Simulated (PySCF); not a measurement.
Some computed properties have been withheld. Give your best values.

PH3.
SMILES: `P`

| property | level | value |
| --- | --- | --- |
| point group | PBE0-D3(BJ)/def2-SVP | C3v |
| rotational constants A, B, C | PBE0-D3(BJ)/def2-SVP | 131.459, 131.452, 116.757 GHz |
| dipole moment | B3LYP/pcSseg-1 | ? |
| HOMO energy | B3LYP/pcSseg-1 | ? |
| LUMO energy | B3LYP/pcSseg-1 | ? |
| 1H chemical shifts (computed TMS as zero) by class | GIAO B3LYP/pcSseg-1 | ? |
| isotropic shieldings of nuclei other than C and H, by class | GIAO B3LYP/pcSseg-1 | ? |

Electronic properties: PySCF, gas phase, density fitting. Isolated species at its PBE0-D3(BJ)/def2-SVP geometry, gas phase.

(1) Give the dipole moment.

(2) What are the isotropic shieldings of nuclei other than C and H, by class?

(3) The HOMO energy?

(4) What is the LUMO energy?

(5) Give the 1H chemical shifts (computed TMS as zero) by class.

## Answers

(1) 0.86 D.

(2) 563 (1 P) ppm.

(3) -7.64 eV.

(4) 0.69 eV.

(5) 1.98 (3 H) ppm.

The rotational constants are those of an oblate symmetric top; the small spread among constants that symmetry makes equal is optimisation noise. With B = h/(8π²I), that is 505.379 GHz u Å² over I, the principal moments of inertia are 3.84, 3.84 and 4.33 u Å² (most abundant isotopes); the inertial defect Ic − Ia − Ib is -3.3 u Å² (zero for a rigid planar frame, negative otherwise). The dipole matches unit charges of opposite sign 0.18 Å apart (1 e·Å = 4.8032 D).
